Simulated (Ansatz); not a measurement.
Calculated with Ansatz (gas phase, PBE0-D4/def2-TZVP geometries, no zero-point term in ΔE). CBS: MP2 limit from def2 TZ/QZ plus the TZ coupled-cluster correction, frozen cores. This one scheme is used for every species. One conformer a species, not always the lowest.

Reaction (cleavage of the P–Al bond): `[SiH3][AlH][PH2]` + `N=C=O` → `O=C=NP` + `[AlH2][SiH3]`

| species | MP2/def2-SVP energy (Eh) |
| --- | --- |
| `[SiH3][AlH][PH2]` | -875.08638 |
| `N=C=O` | -168.09826 |
| `O=C=NP` | -509.42505 |
| `[AlH2][SiH3]` | -533.73540 |

(1) Work out ΔE.

Largest T1 diagnostic among the species: 0.018.

Answers

(1) ΔE = (-509.42505) + (-533.73540) − (-875.08638) − (-168.09826) = 0.02419 Eh = +0.66 eV. CCSD(T)/CBS gives +0.72 eV.

Leaving LDA and LC-ωPBE aside and taking each functional with its dispersion term where it has one, the values, not all of them listed here, spread over 0.20 eV, from CAM-B3LYP-D4 to PBE-D4. In def2-TZVPP, CCSD(T) changes the Hartree–Fock value by +0.25 eV (the triples alone add +0.04 eV) and MP2 by +0.23 eV.
